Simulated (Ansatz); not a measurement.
AlCl (`[Al][Cl]`): the same geometry under several functionals.

```yaml
crystal:
  periodic: [false, false, false]
  atoms:
    - {symbol: Al, position_ang: [0.000000, -0.000000, -0.007878]}
    - {symbol: Cl, position_ang: [-0.000000, 0.000000, 2.137991]}
basis:
  gaussian: {orbitals: def2-TZVPP}
hamiltonian: {xc: {name: PBE-QIDH}}
```

```sh
$ ansatz run in.yaml --threads 2 --pin off --events-out ev --progress --plain --max-ram 22528MiB --backend cpu
```

It prints (some lines left out):

```
Functional definition: PBE-QIDH
506 factors; integrals over basis functions are off by at most 1.3e-3 eV
mean field evaluation 1: about -19106.3194 eV, gradient 1.4e1 eV
mean field evaluation 2: about -19106.3214 eV, gradient 1.4e1 eV
mean field evaluation 4: about -19107.0025 eV, gradient 9.9e-1 eV
mean field evaluation 8: about -19107.0063 eV, gradient 1.6e-2 eV
mean field evaluation 16: about -19107.0063 eV, gradient 2.6e-6 eV
mean field -19107.00630338 eV, -702.1695304553 hartree, gradient 2.6e-6 eV, S^2 0.000000; 0 other end points of the search recorded, 0 dependent functions left out
10 core orbitals not correlated: weight in the atoms' cores, before any rotation towards them, 1.000 or more for the frozen orbitals, at most 0.000 for the correlated occupied ones
reference -19107.00631163 eV, -702.1695307584 hartree; 5, 5 occupied and 69, 69 virtual orbitals, 506 factors
second order -7.48536077 eV of doubles, -0.00000000 eV of singles
Total energy: -19109.50143189 eV, -702.2612247365 hartree
```

It took 1.1 s on 2 threads of an AMD EPYC 7R13 on a shared host, with 0.16 GiB of host memory at the peak.

The same input with `hamiltonian: {xc: {name: CAM-B3LYP}, dispersion: d4}` (abridged; 0.86 s):

```
Functional definition: CAM-B3LYP
mean field -19122.04496275 eV, -702.7221909933 hartree, gradient 2.7e-5 eV, S^2 0.000000
Total energy: -19122.08171513 eV, -702.7235416185 hartree
```

With the line `hamiltonian: {xc: hse06, dispersion: d4}` (abridged; 0.66 s):

```
Functional definition: HSE06
mean field -19113.89415773 eV, -702.4226544339 hartree, gradient 5.3e-5 eV, S^2 0.000000
Total energy: -19113.92763900 eV, -702.4238848478 hartree
```

The same input with `hamiltonian: {xc: lda}` (abridged; 0.4 s):

```
Functional definition: SPW92
mean field -19052.48677310 eV, -700.1659746720 hartree, gradient 8.6e-5 eV, S^2 0.000000
Total energy: -19052.48679787 eV, -700.1659755823 hartree
```

The same input with `hamiltonian: {xc: {name: B97M-V}}` (abridged; 1.7 s):

```
Functional definition: B97M-V
mean field -19116.65058120 eV, -702.5239511278 hartree, gradient 1.3e-5 eV, S^2 0.000000
Total energy: -19116.65061984 eV, -702.5239525479 hartree
```

With the line `hamiltonian: {xc: {name: B2PLYP}}` (abridged; 1.2 s):

```
Functional definition: B2PLYP
mean field evaluation 16: about -19112.7113 eV, gradient 7.9e-7 eV
mean field -19112.71134700 eV, -702.3791869413 hartree, gradient 7.9e-7 eV, S^2 0.000000
10 core orbitals not correlated: weight in the atoms' cores, before any rotation towards them, 1.000 or more for the frozen orbitals, at most 0.000 for the correlated occupied ones
second order -8.10795518 eV of doubles, -0.00000000 eV of singles
Total energy: -19114.90060785 eV, -702.4596407935 hartree
```

HSE06 is the plane-wave form, built on full-range PBE exchange.
